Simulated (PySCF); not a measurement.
## Functional benchmark on one molecule

Molecule: `FC[SiH3]`, CH₅FSi.

Geometry:
```json
{"atom": "F1", "x (Å)": "1.644", "y (Å)": "0.167", "z (Å)": "-1.038"}
{"atom": "C2", "x (Å)": "0.985", "y (Å)": "-0.068", "z (Å)": "0.151"}
{"atom": "Si3", "x (Å)": "-0.895", "y (Å)": "0.035", "z (Å)": "-0.121"}
{"atom": "H4", "x (Å)": "1.274", "y (Å)": "-1.062", "z (Å)": "0.536"}
{"atom": "H5", "x (Å)": "1.311", "y (Å)": "0.677", "z (Å)": "0.899"}
{"atom": "H6", "x (Å)": "-1.260", "y (Å)": "1.398", "z (Å)": "-0.605"}
{"atom": "H7", "x (Å)": "-1.317", "y (Å)": "-0.979", "z (Å)": "-1.131"}
{"atom": "H8", "x (Å)": "-1.586", "y (Å)": "-0.235", "z (Å)": "1.177"}
```

Geometry PBE0-D3(BJ)/def2-SVP throughout; GIAO in PySCF 2.14.0 with density-fitted response routines, gas phase, one conformer, non-relativistic; equivalent atoms averaged; basis pcSseg-2.

Reference values (measured; G. Saielli, R. Bini, A. Bagno, Computational 19F NMR. 2. Organic compounds, RSC Adv. 2014, ESI (exp. from Berger-Braun-Kalinowski 1994 and Everett 1995)): δ(F1) = -265.0 ppm vs CFCl3. Computed shifts are taken against CFCl3, calculated as an isolated molecule at each level.

How do the functionals HF, LDA, PBE, BLYP, BP86, OPBE, KT2, KT3, B97-D, B3LYP, PBE0, mPW1PW91, WP04, B97-2, BHandHLYP, CAM-B3LYP, wB97X-D, LC-wPBE perform against the reference? Times are CPU seconds on shared hosts with different chips, so compare them loosely; the GGAs took longer than the global hybrids here, which isn't the general rule, and the cause wasn't traced.

Results:


```tsv
functional	kind	F1	abs. error F	core-s
HF	Hartree–Fock	-248.5	16.5	5.3
LDA	LDA	-322.9	57.9	13
PBE	GGA	-309.3	44.3	13
BLYP	GGA	-306.1	41.1	15
BP86	GGA	-309.8	44.8	16
OPBE	GGA	-296.3	31.3	17
KT2	GGA	-313.2	48.2	17
KT3	GGA	-298.8	33.8	16
B97-D	GGA	-298.1	33.1	17
B3LYP	global hybrid	-292.2	27.2	10
PBE0	global hybrid	-290.8	25.8	8.6
mPW1PW91	global hybrid	-289.3	24.3	12
WP04	global hybrid	-276.5	11.5	8.7
B97-2	global hybrid	-286.0	21.0	8.5
BHandHLYP	global hybrid	-274.2	9.2	8.6
CAM-B3LYP	range-separated hybrid	-285.0	20.0	11
wB97X-D	range-separated hybrid	-283.6	18.6	11
LC-wPBE	range-separated hybrid	-274.7	9.7	14
```

For 19F the closest is BHandHLYP (9.2 ppm) and the furthest LDA (57.9 ppm). One molecule is a small sample, and vibrational and solvent effects are absent from the calculation.
